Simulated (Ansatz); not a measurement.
# ClFHSi radical (SMILES F[SiH]Cl): functionals against CCSD(T) at one geometry

An exercise on one series of results from a longer session: the logs are not shown, and one member is left open.

Method: single points in def2-TZVPP; program: Ansatz 0.2.0, Gaussian basis.

Cores are frozen in the correlated methods. Orbitals are unrestricted.

## Starting geometry

SMILES `F[SiH]Cl`, 4 atoms, charge 0, spin multiplicity 2.

Atoms are counted from 1 here; the program's logs count them from 0.

Bond lengths: F1–Si2 1.620 Å, Si2–Cl3 2.044 Å, Si2–H4 1.656 Å. Angles: F1–Si2–Cl3 99.5°, F1–Si2–H4 100.0°, Cl3–Si2–H4 109.5°.

Coordinates:

```xyz
4

F    -0.9126   -0.3456    1.0749
Si   -0.2404   -0.2273   -0.3943
Cl    1.7161   -0.5494    0.1031
H    -0.4767    1.3844   -0.6907
```

The first run:

Contents of run/in.yaml:

```yaml
crystal:
  periodic: [false, false, false]
  atoms:
    - {symbol: F, position_ang: [-0.912603, -0.345568, 1.074881]}
    - {symbol: Si, position_ang: [-0.240443, -0.227270, -0.394271]}
    - {symbol: Cl, position_ang: [1.716083, -0.549418, 0.103098]}
    - {symbol: H, position_ang: [-0.476654, 1.384372, -0.690705]}
basis:
  gaussian: {orbitals: def2-TZVPP}
magnetization: {spin_polarized: true, initial_magnetization: 1}
hamiltonian: {xc: pbe, dispersion: d4}
output: {forces: true}
```

On the command line:

```console
$ ansatz run in.yaml --threads 2 --pin off --events-out ev --progress --plain --max-ram 3481MiB
```

Among the steps run: PBE-D4/def2-TZVPP; r2SCAN-D4/def2-TZVPP; PBE0-D4/def2-TZVPP; wB97M-V/def2-TZVPP; CCSD(T)/def2-TZVPP.

One table of the session follows, with a row left open; its other results are not shown here.

| method | RMS force component (eV/Å) | angle to CCSD(T) forces (°) | dipole (D) |
| --- | --- | --- | --- |
| PBE-D4 | ? | ? | ? |
| r2SCAN-D4 | 0.913 | 0.9 | 1.49 |
| PBE0-D4 | 0.921 | 1.7 | 1.57 |
| wB97M-V | 0.904 | 4.3 | 1.63 |
| CCSD(T) | 0.987 | reference | 1.59 |

Q: Estimate the row for PBE-D4 from the others.

**Answer.** RMS force component (eV/Å): 0.777; angle to CCSD(T) forces (°): 17.4; dipole (D): 1.38. In the column «RMS force component (eV/Å)» it is the lowest.

Limits of these values: The reference is not at the basis limit: in triple zeta CCSD(T) underbinds, which counts against methods that bind more; the gaps are no ranking.
